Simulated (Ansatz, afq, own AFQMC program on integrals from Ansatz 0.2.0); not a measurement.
## SiGeH5, doublet: AFQMC among the cluster methods

```yaml
atoms:
  - { symbol: Ge, position_ang: [-0.9283, 0.0141, 0.0000] }
  - { symbol: H, position_ang: [-1.4397, 1.4607, 0.0000] }
  - { symbol: H, position_ang: [-1.4397, -0.7092, 1.2528] }
  - { symbol: H, position_ang: [-1.4397, -0.7092, -1.2528] }
  - { symbol: H, position_ang: [0.7157, 0.0141, 0.0000] }
  - { symbol: Si, position_ang: [2.4287, 0.0141, 0.0000] }
  - { symbol: H, position_ang: [2.8252, -1.4654, 0.0000] }
```

Basis cc-pVDZ. Noble-gas cores (and the filled d shells of Ga–Kr and In–Xe) are frozen. AFQMC by an in-house program on the Cholesky factors that Ansatz 0.2.0 writes for its CCSD(T) run. ph-AFQMC/CISD is guided by a CISD state made of CCSD amplitudes; releasing the constraint for a short imaginary time cuts its bias at the price of noise, slowly where states lie close. Error bars are statistical, one sigma. No spin–orbit coupling.

Determinant: UHF, the one that the program's search chose, which needn't be the lowest solution. The geometry is a point of a scan.

No full CI on the walks' own integrals is used here; CCSDT(Q) serves as the reference and is uncertain by about the last step of the cluster series.

Cautions: no relativity below Rb; no spin-orbit coupling; inner d shell frozen.

```
T1 diagnostic                               : 0.0185
weight of the determinant in the CISD state : 0.852
⟨S²⟩ of the determinant                     : 0.774
size of the correlated space                : 13 electrons in 51 orbitals
```

Reference: CCSDT(Q), correlation energy -6.740 eV. The released energy is read at 2.40 1/Eh (meV from the phaseless value at times in 1/Eh: -1 ± 3 at 0.24, -4 ± 3 at 0.51, -9.5 ± 1.9 at 0.99, -17 ± 3 at 1.62, -13 ± 4 at 2.40).

```csv
level,E − E(reference) (meV),share of correlation (%)
HF,6739.9,0.00
MP2,1599.5,76.27
CCSD,201.4,97.01
CCSD(T),43.4,99.36
CCSDT,6.3,99.91
ph-AFQMC/HF,-35.2 ± 22.3,100.52
ph-AFQMC/CISD,10.1 ± 2.6,99.85
released AFQMC,-2.6 ± 3.7,100.04
```

A walk keeps the symmetry of its determinant, which the program's search chose and which needn't be the lowest solution, so a lower state of the same spin and another symmetry isn't excluded. Released energies are given only where the last usable release times agree within the noise; a slower fall can still hide under it.
